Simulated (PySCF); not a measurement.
C4H5S (doublet state).
Structure used (GFN2-xTB), in Å, numbered top down from 1:
```
atom  x, y, z in Å
C1    -1.9985   -0.5037   -0.0753
C2    -0.6596    0.0299   -0.0348
C3     0.4542    0.5215   -0.0148
C4     1.7233    1.0090    0.0178
S5     3.1256   -0.0109    0.1736
H6    -2.1713   -1.0267   -1.0186
H7    -2.1505   -1.2079    0.7448
H8    -2.7254    0.3040    0.0150
H9     1.9459    2.0576   -0.0535
H10    2.4652   -1.1681    0.2233
```

The hyperfine couplings belong to this conformer and change with its torsions.

The species is `CC#C[CH]S` [radical].

Level of theory: PySCF, UKS B3LYP, pcH-1 on C H S, non-relativistic, mean-field spin-orbit, GIAO. Isolated species at its GFN2-xTB geometry (one conformer only). The geometry wasn't refined by DFT: couplings that depend on bond lengths, twists or pyramidal angles can differ widely from those at the functional's own minimum. The SCF solution wasn't tested for stability.

(1) The isotropic 13C couplings are +65.2, -59.1, +38.4, -16.9 MHz. Assign them to C1; C2; C3; C4.

(2) The isotropic 1H couplings, averaged over equivalent nuclei, are -48.3, +37.7, -6.4 MHz. Assign them to H6/H7/H8; H9; H10.

Results:

(1) 
```
site  a_iso (MHz)  ρ(0) (bohr⁻³)                 position  distance from C4 (Å)  spin population  largest |T| (MHz)
  C1        -16.9        -0.0150           1 bond from C2                  4.02            -0.04                1.0
  C2        +38.4        +0.0341         a main spin site                  2.58            +0.44               67.6
  C3        -59.1        -0.0526           1 bond from C2                  1.36            -0.21               19.5
  C4        +65.2        +0.0578  largest spin population                  0.00            +0.66              114.7
```

(2) 
```csv
site,a_iso (MHz),ρ(0) (bohr⁻³),position,distance from C4 (Å),bound to,spin population there,largest |T| (MHz)
H6/H7/H8,+37.7,+0.0084,2 bonds from C2,4.51,C1,-0.04,4.5
H9,-48.3,-0.0108,1 bond from C4,1.07,C4,+0.66,27.6
H10,-6.4,-0.0014,"2 bonds from C4, on S5 of spin population +0.14",2.31,S5,+0.14,4.4
```

ρ(0) is the spin density at the nucleus and T the dipolar tensor; a_iso includes a spin–orbit part; entries for several nuclei are means. The largest Mulliken spin populations are on C4 (+0.66), C2 (+0.44), C3 (-0.21) and S5 (+0.14). The positive populations add up to 1.29 and the negative ones to -0.29, together 2S = 1. The angles at C4 add up to 360.0°, so it is planar; its axial dipolar tensor and the negative coupling of its proton fit spin in a p orbital normal to that plane. Main spin sites, with 60 % or more of the largest population: C2, C4; positions count bonds from the nearest.

Means are taken over nuclei equivalent by connectivity, which assumes that they swap fast. The three 1H nuclei of mean +37.7 MHz run from 7.9 to 63.2 MHz in the frozen geometry.
